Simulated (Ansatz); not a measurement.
# Lattice constant a of some fcc solids

Method: LDA (PAW; Ansatz, a quantum-chemistry and plane-wave program). References are measured values corrected to a static lattice or taken at low temperature (these still hold zero-point motion). The table is a random draw of 8 from 12 solids with such references.

Values in Å.

```
solid   reference    LDA  error (%)
------  ---------  -----  ---------
fcc Sr      6.045  5.793      -4.17
fcc Pt      3.913  3.894      -0.49
fcc Rh      3.794  3.754      -1.05
fcc Pb      4.902  4.880      -0.45
fcc Au      4.062  4.047      -0.37
fcc Ag      4.062  4.001      -1.50
fcc Cu      3.595  3.518      -2.14
fcc Ir      3.831  3.811      -0.52
```

Over these 8 solids the mean error is -1.34 %, the mean absolute error 1.34 % (median 0.79 %), and the worst case fcc Sr at -4.17 %; the value is too low in 8 of 8 cases. Over all 12 the mean error is -1.57 % and the mean absolute error 1.57 % (median 1.00 %).

All these references are brought to a static lattice.

Spin–orbit coupling is left out, also for the solids with elements from indium on (fcc Pt, fcc Pb, fcc Au, fcc Ir); its size isn't shown.

Differences are worked out from the printed values.

Ansatz's density-functional and Hartree–Fock values are scalar-relativistic unless marked +SOC, with PAW data made under PBE.

Ansatz's runs of these crystals have no spin polarisation.

Of the class's solids with a reference value and a result at some level, none was set aside. At least 1 more with a reference value is held back for tests. Layered and molecular crystals are counted apart. The metals Ce to Yb are counted apart.

References as tabulated in Mejia-Rodriguez and Trickey (2018), arXiv:1807.09216; Csonka et al. (2009), arXiv:0903.4037.
